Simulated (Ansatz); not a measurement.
## How the band gap of corundum (α-Al2O3) moves with the method

No measured value is used here.

```json
[
 {"level (code)": "LDA (Ansatz)", "value (eV)": "6.19 (direct)", "cell (Å³/atom)": "8.48"},
 {"level (code)": "PBE (Ansatz)", "value (eV)": "6.25 (direct)", "cell (Å³/atom)": "8.48"},
 {"level (code)": "rVV10 (Ansatz)", "value (eV)": "5.73", "cell (Å³/atom)": "8.81"},
 {"level (code)": "r²SCAN0 (Ansatz)", "value (eV)": "9.46 (direct)", "cell (Å³/atom)": "8.48"},
 {"level (code)": "G0W0@PBE (Ansatz)", "value (eV)": "___", "cell (Å³/atom)": "8.49"}
]
```

Problem. Complete the blanks.

Solution. 
- G0W0@PBE (Ansatz, a quantum-chemistry and plane-wave program), value (eV): 9.18 ± 0.01 (direct)

Computed values are for a static lattice.  A ± on a computed value is a rough bar: the spread of its extrapolation, a floor set from checks against published values, or a statistical error. rVV10: the gap is read on the k mesh or supercell of the run alone and can be too large. Values are at the measured cell; rVV10 at the level's own equilibrium cell. Cutoffs and k meshes differ between the levels. Ansatz's density-functional and Hartree–Fock values are scalar-relativistic unless marked +SOC, with PAW data made under PBE.
